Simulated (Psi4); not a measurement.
**LiH (SMILES [LiH]) at A-CCSD(T)/6-311+G(d,p) (intrafrag hess schlegel)**

Aim: a geometry optimisation of LiH. 

The results are computed with Psi4 1.11.

1 further run of the same task is left out (set aside as unsound or not needed).

### Step 1. The structure to begin with

LiH: 2 atoms, total charge 0, spin state singlet. SMILES: `[LiH]`. The bond length is the measured one. The run starts from this shape.

Bond lengths: Li1–H2 1.596 Å.

### Step 2. A structure relaxation at A-CCSD(T)/6-311+G(d,p) (intrafrag hess schlegel)

File run.py:

```python
import psi4

psi4.set_memory(1600000000)
psi4.set_num_threads(1)
psi4.core.set_output_file('output.dat', False)

m = psi4.geometry("""
0 1
Li     0.000000     0.000000     0.000000
H      0.000000     0.000000     1.595700
""")

options = {'basis': '6-311+G**', 'reference': 'rhf', 'scf_type': 'pk', 'freeze_core': True, 'geom_maxiter': 40, 'g_convergence': 'cfour', 'intrafrag_hess': 'schlegel', 'hess_update': 'none'}
psi4.set_options(options)

result, w = psi4.optimize('a-ccsd(t)', return_wfn=True)
print('E =', round(result, 9))
print(m.to_string(dtype='xyz', units='Angstrom'))
```

Command:

```sh
$ python run.py
```

output.dat:

```text
[...]
  Running in c2v symmetry.
[...]
  Nuclear repulsion =    0.994881012727956
[...]
  Multiplicity = 1
[...]
  Nalpha       = 2
  Nbeta        = 2
[...]
    Number of basis functions: 28
[...]
   @RHF iter   1:    -7.97135803134463   -2.67004e-01   6.29077e-03 ADIIS/DIIS
[...]
      * MP2 total energy                      =   -8.008640158631668
[...]
      * CCSD total energy                     =   -8.016573804548891
[...]
      * CCSD(aT) total energy                  =   -8.016575225983409
[...]
   @RHF iter  10:    -7.98579235973402    6.21725e-15   8.51486e-11 DIIS
[...]
    Orbital Energies [Eh]
    ---------------------
    Doubly Occupied:
       1A1    -2.447525     2A1    -0.301403
    Virtual:
       3A1    -0.007231     1B2     0.015211     1B1     0.015211
       4A1     0.023344     5A1     0.028019     2B2     0.057207
       2B1     0.057207     6A1     0.112685     7A1     0.144942
       3B1     0.167416     3B2     0.167416     8A1     0.237266
       9A1     0.531855     4B2     0.568874     4B1     0.568874
       1A2     0.580211    10A1     0.580211     5B2     0.602874
       5B1     0.602874    11A1     0.616258    12A1     0.843215
       6B2     1.855971     6B1     1.855971    13A1     2.119152
[...]
  @RHF Final Energy:    -7.98579235973402
   => Energetics <=
    Nuclear Repulsion Energy =              0.9941779780798339
    One-Electron Energy =                 -12.4620850450532288
    Two-Electron Energy =                   3.4821147072393730
    Total Energy =                         -7.9857923597340212
[...]
 Multipole Moments:
 ------------------------------------------------------------------------------------
     Multipole            Electronic (a.u.)      Nuclear  (a.u.)        Total (a.u.)
 ------------------------------------------------------------------------------------
 L = 1.  Multiply by 2.5417464519 to convert [e a0] to [Debye]
 Dipole X            :          0.0000000            0.0000000            0.0000000
 Dipole Y            :          0.0000000            0.0000000            0.0000000
 Dipole Z            :         -3.8518212            1.4903237           -2.3614976
 Magnitude           :                                                    2.3614976
[...]
      * MP2 total energy                      =   -8.008640781191989
[...]
      * CCSD total energy                     =   -8.016574799715862
[...]
      * CCSD(aT) total energy                  =   -8.016574799715862
[...]
    Final optimized geometry and variables:
    Molecular point group: c2v
    Full point group: C_inf_v
    Geometry (in Angstrom), charge = 0, multiplicity = 1:
    LI           0.000000000000     0.000000000000    -0.202399790865
    H            0.000000000000     0.000000000000     1.397247152956
[...]
```

Standard output:

```text
Some dependencies such as QCElemental have not yet finished migration to pydantic v2. If issues are encountered please downgrade pydantic or upgrade QCElemental as appropriate
Optimizer: Optimization complete!
E = -8.016575955
2
0 1 HLi
Li                    0.000000000000     0.000000000000    -0.202399790865
H                     0.000000000000     0.000000000000     1.397247152956
```

It took 35 s on 1 thread of Intel Xeon Platinum 8488C (Sapphire Rapids), shared host; peak memory 0.22 GiB.

Steps, from the record of the run:

```
step  energy from the first frame kept (eV)  largest force (eV/Å)
   0                                 0.0000                0.0277
   1                                -0.0001                0.0075
   2                                -0.0001                0.0021
```

After the run. Bond lengths: Li1–H2 1.600 Å.

### Step 3. Results

At A-CCSD(T)/6-311+G** (intrafrag hess schlegel):

```
               quantity        value
total energy at the end  -8.01658 Eh
     correlation energy    -30.8 mEh
            bond length      1.600 Å
```

**Reading.** At the final geometry: Bond lengths: Li1–H2 1.600 Å. The optimisation took 3 steps and changed the energy by -0.000 eV.
